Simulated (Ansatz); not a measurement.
**Diamond-structure Si**

All values below come from HSE06 (Ansatz, a quantum-chemistry and plane-wave program, PAW).

Run with plane-wave cutoff 520 eV, 8×8×8 k mesh, finite displacements, scalar-relativistic PAW data made under PBE.

Cell (relaxed at this level):

```cif
data_Si8
_chemical_formula_sum 'Si8'
_space_group_name_H-M_alt 'Fd-3m :1'
_space_group_IT_number 227
_space_group_name_Hall 'F 4d 2 3 -1d'
_cell_length_a 5.43957
_cell_length_b 5.43957
_cell_length_c 5.43957
_cell_angle_alpha 90.000
_cell_angle_beta 90.000
_cell_angle_gamma 90.000
loop_
_atom_site_label
_atom_site_type_symbol
_atom_site_symmetry_multiplicity
_atom_site_Wyckoff_symbol
_atom_site_fract_x
_atom_site_fract_y
_atom_site_fract_z
_atom_site_occupancy
Si1 Si 8 a 0.00000 0.00000 0.00000 1
```
(The calculation used a cell of 2 atoms; values per cell refer to that cell.)

```yaml
zone-centre TO phonon frequency: 528 cm⁻¹
```

Measured, for comparison: zone-centre TO phonon frequency 525 cm⁻¹ (low temperature, zero-point motion not removed; as tabulated in Tanner et al. (2021), arXiv:2110.11888). Computed (rounded) less measured: zone-centre TO phonon frequency +0.6 %.

It cost roughly 28 core-minutes of CPU time.
